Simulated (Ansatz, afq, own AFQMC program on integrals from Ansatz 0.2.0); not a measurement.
# BSiH2, doublet in cc-pVDZ, levels against CCSDT(Q)

```json
{"atom": "Si", "x (Å)": "0.0000", "y (Å)": "0.0000", "z (Å)": "0.5539"}
{"atom": "B", "x (Å)": "0.0000", "y (Å)": "0.0000", "z (Å)": "-1.1268"}
{"atom": "H", "x (Å)": "0.0000", "y (Å)": "-0.8955", "z (Å)": "-1.6748"}
{"atom": "H", "x (Å)": "0.0000", "y (Å)": "0.8955", "z (Å)": "-1.6748"}
```

Connectivity, by distances: Si–BH2.

Basis cc-pVDZ. Only valence electrons are correlated. AFQMC by an in-house program on the Cholesky factors that Ansatz 0.2.0 writes for its CCSD(T) run. ph-AFQMC/CISD is guided by a CISD state made of CCSD amplitudes; releasing the constraint for a short imaginary time cuts its bias at the price of noise, slowly where states lie close. ± is one standard error of the sampling.

Determinant: ROHF, the one that the program's search chose, which needn't be the lowest solution. The geometry is a point of a scan.

No full CI on the walks' own integrals is used here; CCSDT(Q) serves as the reference and is uncertain by about the last step of the cluster series.

The T1 diagnostic is 0.0190. The weight of the determinant in the CISD state is 0.884 and the size of the correlated space is 9 electrons in 36 orbitals.

Reference: CCSDT(Q), correlation energy -5.187 eV. The released energy is read at 2.40 1/Eh (meV from the phaseless value at times in 1/Eh: -12 ± 9 at 0.24, -8 ± 9 at 0.51, -1 ± 9 at 0.99, -10 ± 8 at 1.62, -14 ± 11 at 2.40).

```json
{"level": "HF", "E − E(reference) (mEh)": "190.63", "share of correlation (%)": "0.00"}
{"level": "MP2", "E − E(reference) (mEh)": "41.36", "share of correlation (%)": "78.30"}
{"level": "CCSD", "E − E(reference) (mEh)": "6.35", "share of correlation (%)": "96.67"}
{"level": "CCSD(T)", "E − E(reference) (mEh)": "1.31", "share of correlation (%)": "99.31"}
{"level": "CCSDT", "E − E(reference) (mEh)": "0.25", "share of correlation (%)": "99.87"}
{"level": "ph-AFQMC/CISD", "E − E(reference) (mEh)": "0.71 ± 0.30", "share of correlation (%)": "99.63"}
{"level": "released AFQMC", "E − E(reference) (mEh)": "0.20 ± 0.39", "share of correlation (%)": "99.89"}
```

A walk keeps the symmetry of its determinant, which the program's search chose and which needn't be the lowest solution, so a lower state of the same spin and another symmetry isn't excluded. Released energies are given only where the last usable release times agree within the noise; a slower fall can still hide under it.
